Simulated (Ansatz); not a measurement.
Born–Oppenheimer molecular dynamics of C2H4FN (8 atoms, charge 0, multiplicity 1). It starts from a relaxed structure.

All numbers below come from RKS B3LYP/def2-SVP in Ansatz 0.2.0.

```yaml
ensemble: NVE (velocity Verlet)
time_step: 0.5 fs
steps_asked: 100
starting_velocities_drawn_for: 100 K
masses: H 10 u
seed: 532449
```

Frames 0.5 fs apart, positions in Å, forces in eV/Å.

Velocities at 0 fs (Å/ps):

```
C -3.44 -2.41 1.23
C -0.99 0.34 1.65
N 0.69 1.79 0.35
F -1.40 0.80 -0.71
H -1.90 -2.20 4.57
H 3.72 2.41 -1.90
H 5.71 0.96 -1.37
H -0.51 -2.71 -3.91
```

```xyz
8
Properties=species:S:1:pos:R:3:forces:R:3 time_fs=0 energy_less_start_eV=0.000 T=100
C -0.248 0.734 -0.293 0.00 -0.01 0.00
C 0.499 -0.435 0.280 -0.01 0.00 -0.01
N 0.165 -1.630 0.465 0.00 0.00 0.00
F 1.741 -0.066 0.643 0.00 0.00 0.00
H -1.255 0.447 -0.624 0.00 0.00 0.00
H -0.327 1.531 0.464 0.00 0.00 0.00
H 0.312 1.153 -1.144 0.00 0.00 0.00
H -0.794 -1.792 0.153 0.00 0.00 0.00
8
Properties=species:S:1:pos:R:3:forces:R:3 time_fs=0.5 energy_less_start_eV=0.000 T=99
C -0.250 0.733 -0.292 0.13 0.08 -0.07
C 0.498 -0.435 0.281 -0.01 0.06 -0.03
N 0.166 -1.629 0.465 -0.07 -0.10 -0.01
F 1.740 -0.065 0.643 0.02 0.01 0.02
H -1.256 0.446 -0.622 -0.03 0.00 -0.02
H -0.325 1.532 0.463 -0.01 -0.01 0.00
H 0.315 1.153 -1.145 -0.08 -0.06 0.08
H -0.794 -1.793 0.151 0.06 0.02 0.02
8
Properties=species:S:1:pos:R:3:forces:R:3 time_fs=1 energy_less_start_eV=0.002 T=98
C -0.252 0.732 -0.292 0.25 0.17 -0.13
C 0.498 -0.435 0.281 -0.02 0.11 -0.05
N 0.166 -1.628 0.465 -0.15 -0.19 -0.02
F 1.739 -0.065 0.642 0.04 0.02 0.03
H -1.257 0.445 -0.620 -0.06 0.00 -0.03
H -0.323 1.534 0.462 -0.02 -0.03 -0.01
H 0.318 1.154 -1.145 -0.16 -0.11 0.16
H -0.795 -1.794 0.149 0.13 0.03 0.05
8
Properties=species:S:1:pos:R:3:forces:R:3 time_fs=1.5 energy_less_start_eV=0.004 T=95
C -0.253 0.731 -0.291 0.37 0.26 -0.19
C 0.497 -0.434 0.282 -0.02 0.15 -0.07
N 0.166 -1.627 0.465 -0.22 -0.28 -0.03
F 1.739 -0.065 0.642 0.05 0.03 0.04
H -1.258 0.444 -0.617 -0.09 -0.01 -0.05
H -0.322 1.535 0.461 -0.03 -0.04 -0.01
H 0.320 1.154 -1.146 -0.24 -0.16 0.23
H -0.795 -1.796 0.148 0.18 0.05 0.08
8
Properties=species:S:1:pos:R:3:forces:R:3 time_fs=2 energy_less_start_eV=0.007 T=91
C -0.255 0.730 -0.290 0.49 0.34 -0.24
C 0.497 -0.434 0.283 -0.02 0.20 -0.08
N 0.167 -1.626 0.466 -0.29 -0.36 -0.04
F 1.738 -0.064 0.642 0.07 0.04 0.05
H -1.259 0.442 -0.615 -0.12 -0.01 -0.07
H -0.320 1.536 0.460 -0.05 -0.06 -0.01
H 0.323 1.155 -1.147 -0.31 -0.21 0.30
H -0.795 -1.797 0.146 0.24 0.07 0.10
8
Properties=species:S:1:pos:R:3:forces:R:3 time_fs=2.5 energy_less_start_eV=0.010 T=87
C -0.256 0.728 -0.290 0.59 0.41 -0.29
C 0.496 -0.434 0.284 -0.03 0.23 -0.10
N 0.167 -1.625 0.466 -0.35 -0.44 -0.05
F 1.737 -0.064 0.641 0.08 0.05 0.06
H -1.260 0.441 -0.613 -0.14 -0.01 -0.09
H -0.318 1.537 0.459 -0.06 -0.07 -0.01
H 0.326 1.155 -1.147 -0.38 -0.26 0.36
H -0.795 -1.798 0.144 0.29 0.08 0.12
8
Properties=species:S:1:pos:R:3:forces:R:3 time_fs=3 energy_less_start_eV=0.014 T=82
C -0.258 0.728 -0.290 0.68 0.48 -0.33
C 0.495 -0.433 0.285 -0.03 0.25 -0.12
N 0.167 -1.625 0.466 -0.40 -0.50 -0.06
F 1.737 -0.063 0.641 0.09 0.06 0.07
H -1.261 0.440 -0.611 -0.16 0.00 -0.10
H -0.316 1.538 0.458 -0.07 -0.09 -0.02
H 0.328 1.155 -1.147 -0.44 -0.30 0.42
H -0.795 -1.800 0.142 0.33 0.10 0.15
8
Properties=species:S:1:pos:R:3:forces:R:3 time_fs=3.5 energy_less_start_eV=0.018 T=77
C -0.259 0.727 -0.289 0.76 0.55 -0.37
C 0.495 -0.433 0.285 -0.04 0.27 -0.13
N 0.167 -1.624 0.466 -0.44 -0.55 -0.07
F 1.736 -0.063 0.641 0.11 0.07 0.08
H -1.262 0.439 -0.608 -0.18 0.00 -0.11
H -0.314 1.539 0.457 -0.08 -0.10 -0.02
H 0.331 1.155 -1.148 -0.50 -0.34 0.46
H -0.795 -1.801 0.140 0.37 0.11 0.16
8
Properties=species:S:1:pos:R:3:forces:R:3 time_fs=4 energy_less_start_eV=0.022 T=72
C -0.260 0.726 -0.289 0.83 0.60 -0.40
C 0.494 -0.433 0.286 -0.04 0.27 -0.14
N 0.167 -1.624 0.466 -0.47 -0.59 -0.08
F 1.735 -0.062 0.641 0.12 0.07 0.09
H -1.263 0.438 -0.606 -0.18 0.00 -0.12
H -0.312 1.540 0.456 -0.09 -0.11 -0.02
H 0.333 1.156 -1.148 -0.55 -0.37 0.50
H -0.795 -1.802 0.138 0.39 0.12 0.18
8
Properties=species:S:1:pos:R:3:forces:R:3 time_fs=4.5 energy_less_start_eV=0.025 T=68
C -0.261 0.725 -0.289 0.88 0.65 -0.42
C 0.494 -0.432 0.287 -0.05 0.26 -0.15
N 0.167 -1.623 0.466 -0.49 -0.61 -0.09
F 1.735 -0.062 0.640 0.13 0.08 0.10
H -1.264 0.437 -0.604 -0.19 0.01 -0.13
H -0.311 1.542 0.455 -0.10 -0.12 -0.03
H 0.335 1.156 -1.148 -0.59 -0.40 0.53
H -0.795 -1.803 0.137 0.41 0.13 0.19
8
Properties=species:S:1:pos:R:3:forces:R:3 time_fs=5 energy_less_start_eV=0.028 T=64
C -0.262 0.725 -0.289 0.91 0.68 -0.44
C 0.493 -0.432 0.287 -0.06 0.24 -0.16
N 0.167 -1.623 0.466 -0.50 -0.62 -0.09
F 1.734 -0.062 0.640 0.14 0.09 0.10
H -1.265 0.436 -0.602 -0.18 0.02 -0.14
H -0.309 1.543 0.454 -0.11 -0.13 -0.03
H 0.337 1.155 -1.148 -0.63 -0.42 0.55
H -0.795 -1.804 0.135 0.43 0.14 0.20
8
Properties=species:S:1:pos:R:3:forces:R:3 time_fs=5.5 energy_less_start_eV=0.031 T=60
C -0.262 0.724 -0.289 0.93 0.71 -0.45
C 0.493 -0.431 0.288 -0.07 0.21 -0.17
N 0.167 -1.623 0.466 -0.50 -0.61 -0.10
F 1.733 -0.061 0.640 0.15 0.09 0.11
H -1.267 0.435 -0.600 -0.17 0.03 -0.15
H -0.307 1.544 0.453 -0.12 -0.14 -0.03
H 0.339 1.155 -1.148 -0.66 -0.44 0.57
H -0.794 -1.806 0.133 0.43 0.15 0.21
```

Of the whole run (50 fs, mean temperature of the second half 62 K): The conserved energy stayed within 0.013 meV per atom of its start (net change 0.0094 meV per atom), so the integration is sound. A run of 0.05 ps of so small a system gives no equilibrium averages.

The run took 2.6 min on 1 thread of Arm Neoverse V2, with other jobs on the host, peak memory 0.13 GiB.
